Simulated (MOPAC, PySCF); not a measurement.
Dissociation curve of SO, triplet.

Methods: UKS-B3LYP/3-21G = unrestricted B3LYP/3-21G (PySCF); UKS-M06-2X/6-31G* = unrestricted M06-2X/6-31G*, spherical d (PySCF 2.14.0); PM6, unrestricted, heats of formation (MOPAC); UCCSD(T) = CCSD(T) on UHF/cc-pVDZ, 6 core orbitals frozen (PySCF).

Energies relative to the lowest point of each curve near equilibrium, in kJ/mol; the last columns give the difference from UCCSD(T):

| R / Å | UKS-B3LYP/3-21G | UKS-M06-2X/6-31G* | PM6 | UCCSD(T) | UKS-B3LYP/3-21G − UCCSD(T) | UKS-M06-2X/6-31G* − UCCSD(T) | PM6 − UCCSD(T) |
|---|---|---|---|---|---|---|---|
| 1.18 | 907.4 | 558.1 | 249.5 | 608.7 | 298.7 | -50.6 | -359.2 |
| 1.25 | 551.2 | 288.8 | 126.0 | 330.6 | 220.6 | -41.8 | -204.5 |
| 1.34 | 262.1 | 96.6 | 34.9 | 124.7 | 137.4 | -28.1 | -89.9 |
| 1.40 | 143.9 | 33.1 | 7.0 | 51.5 | 92.4 | -18.4 | -44.4 |
| 1.44 | 89.3 | 10.8 | 0.0 | 22.6 | 66.8 | -11.8 | -22.6 |
| 1.48 | 50.3 | 0.9 | 0.7 | 5.9 | 44.3 | -5.1 | -5.3 |
| 1.51 | 29.5 | 0.0 | 5.5 | 0.0 | 29.5 | 0.0 | 5.5 |
| 1.58 | 3.3 | 14.8 | 28.6 | 3.9 | -0.5 | 11.0 | 24.8 |
| 1.64 | 0.0 | 41.2 | 58.6 | 21.0 | -21.0 | 20.3 | 37.6 |
| 1.70 | 9.2 | 76.1 | 95.4 | 45.6 | -36.3 | 30.5 | 49.8 |
| 1.84 | 61.1 | 175.4 | 196.7 | 118.1 | -56.9 | 57.3 | 78.7 |

UKS-B3LYP/3-21G is furthest from UCCSD(T) at 1.18 (298.7 kJ/mol, above); its mean absolute difference over the points is 91.3 kJ/mol.

UKS-M06-2X/6-31G* is furthest from UCCSD(T) at 1.84 (57.3 kJ/mol, above); its mean absolute difference over the points is 25.0 kJ/mol.

PM6 is furthest from UCCSD(T) at 1.18 (-359.2 kJ/mol, below); its mean absolute difference over the points is 83.8 kJ/mol.

The scan ran from 1.18 to 5.96 Å; beyond the distances shown one of the unrestricted levels run for this scan, shown here or not, changes its spin distribution in one step.
